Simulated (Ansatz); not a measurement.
**CHAlO (triplet): from Hartree-Fock to the top rungs, def2-TZVPP**

The task here is to estimate one member of a computed series from the others.

The runs use Ansatz 0.2.0, Gaussian basis; def2-TZVPP, core rule «outside noble gas», up to 7 orbitals frozen.

To be run: UHF; ROHF; CCSD(T) on UHF.

2 further runs of the same task are left out: 2 set aside as unsound or not needed.

## What is computed

The geometry is a PBE0/def2-TZVP stationary point (not a proven minimum).

4 atoms, charge 0, spin multiplicity 3.

Atoms are counted from 1 here; the program's logs count them from 0.

Bond lengths: Al1–C2 1.926 Å, Al1–H4 1.582 Å, C2–O3 1.150 Å. Angles: C2–Al1–H4 114.0°, Al1–C2–O3 172.0°.

As a file:

```xyz
4
charge 0, multiplicity 3
Al    0.0000   -0.1061    1.2725
C     0.0000    0.0837   -0.6437
O     0.0000    0.0363   -1.7922
H     0.0000    1.2690    2.0556
```

Set-up of the first run:

in.yaml

```yaml
crystal:
  periodic: [false, false, false]
  atoms:
    - {symbol: Al, position_ang: [0.000000, -0.106146, 1.272497]}
    - {symbol: C, position_ang: [0.000000, 0.083663, -0.643702]}
    - {symbol: O, position_ang: [0.000000, 0.036255, -1.792225]}
    - {symbol: H, position_ang: [0.000000, 1.269000, 2.055591]}
basis:
  gaussian: {orbitals: def2-TZVPP}
magnetization: {spin_polarized: true, initial_magnetization: 2}
hamiltonian: {xc: hf}
output: {orbitals: {seedname: orbitals}}
```

Started as:

```console
$ ansatz run in.yaml --threads 1 --pin off --events-out ev --progress --plain --max-ram 3968MiB --backend cpu
```

Steps of the session up to this table: UHF; ROHF; CCSD(T) on UHF.

One table of the session follows, with a row left open; its other results are not shown here.

```
  method  from UCCSD(T) (kcal/mol)
    ROHF                   +285.16
     UHF                   +283.12
    UMP2                    +21.97
   UCCSD                         ?
UCCSD(T)                         0
```

**Question.** Estimate the row for UCCSD.

The run gave: from UCCSD(T) (kcal/mol): +12.95. In the column «from UCCSD(T) (kcal/mol)» it lies between UCCSD(T) (0) and UMP2 (+21.97).

With the free atoms at the same levels and basis (separate runs), the atomisation energy is 13.426 eV at UCCSD(T), 9.679 eV at ROHF.
